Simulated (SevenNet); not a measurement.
fcc Au

These are the machine-learned potential SevenNet-l3i5 (trained on PBE and PBE+U data) values and carry that method's errors.

Cell: relaxed at this level.

```
Property                               Result
------------------------------  -------------
equilibrium lattice constant a        4.170 Å
volume per atom                 18.13 Å³/atom
vacancy formation energy              0.41 eV
```

Measured, for comparison: lattice constant a 4.062 Å, equilibrium volume per atom 16.76 Å³/atom (static lattice: zero-point anharmonic expansion removed; as tabulated in Mejia-Rodriguez and Trickey (2018), arXiv:1807.09216); vacancy formation energy 0.89 ± 0.04 eV (no zero-point or thermal correction, monovacancy; as tabulated in Mehl and Papaconstantopoulos (1996), arXiv:mtrl-th/9602003). Computed (rounded) less measured: lattice constant a +2.7 %, equilibrium volume per atom +8.2 %, vacancy formation energy -0.48 eV.

A machine-learned potential is trained on density-functional data: it inherits that level's misses and adds fitting errors of its own.

Note: this model's volume lies 7 % above that of the starting cell (a measured, published or database cell).
